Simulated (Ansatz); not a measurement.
**Hydrogen abstraction**

Start structure (CH6ClSi, doublet), relaxed at PBE0-D4/def2-TZVP:

| atom | x (Å) | y (Å) | z (Å) |
| --- | --- | --- | --- |
| H1 | -0.4587 | -1.1985 | 0.7987 |
| C2 | -1.3471 | -1.4076 | 0.2059 |
| Cl3 | -1.4478 | -0.2012 | -1.0911 |
| Si4 | 1.5454 | 1.3772 | 0.0425 |
| H5 | -2.2407 | -1.3301 | 0.8205 |
| H6 | -1.2804 | -2.3951 | -0.2443 |
| H7 | 1.9003 | 0.8833 | -1.3118 |
| H8 | 2.7639 | 1.7819 | 0.7955 |
| H9 | 0.5649 | 2.4902 | -0.0157 |

The step: CH₃Cl ([CH3][Cl]) + SiH₃ → CH₂Cl ([CH2][Cl]) + SiH₄; bonds formed: H1–Si4; bonds broken: H1–C2. Ansatz 0.2.0; basis: def2-TZVPP and def2-QZVPP; cores frozen in the correlated methods; orbitals are unrestricted. Extrapolation: Hartree–Fock as exp(−7.88 √X), correlation as X^−2.97. Energies below are by CCSD(T) at an estimated basis limit (MP2 extrapolated from triple and quadruple zeta, plus CCSD(T) − MP2 in triple zeta).

Task: What are the electronic barrier and the energy of the step, from the start structure to the end structure? (To be estimated.)

Result: The calculation gives: Barrier 22.30 kcal/mol; step energy 10.65 kcal/mol (uphill); reverse barrier, their difference, 11.66 kcal/mol. Barrier and step energy count from the start structure, the reverse barrier from the end structure.

The saddle point: One imaginary mode of 1066i cm⁻¹.
| pair | start (Å) | saddle (Å) | end (Å) |
| --- | --- | --- | --- |
| H1–Si4 | 3.35 | 1.63 | 1.48 |
| H1–C2 | 1.09 | 1.56 | 3.25 |

Zero-point energy (harmonic, PBE0-D4): ZPE is 37.66 kcal/mol at the start and 33.99 kcal/mol at the saddle, so the barrier goes from 22.30 to 18.64 kcal/mol.

The T1 diagnostic stays at or below 0.016. ⟨S²⟩ of the unrestricted Hartree–Fock references: 0.75 to 0.78 (a pure state has 0.75). The end structure is not quite a true minimum (one mode of 26i cm⁻¹).

Radical steps of this kind take place in plasma deposition and etching.

Labels in which every atom is bracketed show which atoms are joined, not bond orders.

For scale, one of the runs: CCSD(T)/def2-TZVPP, 199 basis functions, launched by `ansatz run in.yaml --threads 4 --pin off --events-out ev --progress --plain --max-ram 9574MiB`. Time: 120 s of wall clock on 4 CPU threads of an Arm Neoverse V1; the host was shared. Peak host memory: 5.7 GiB.
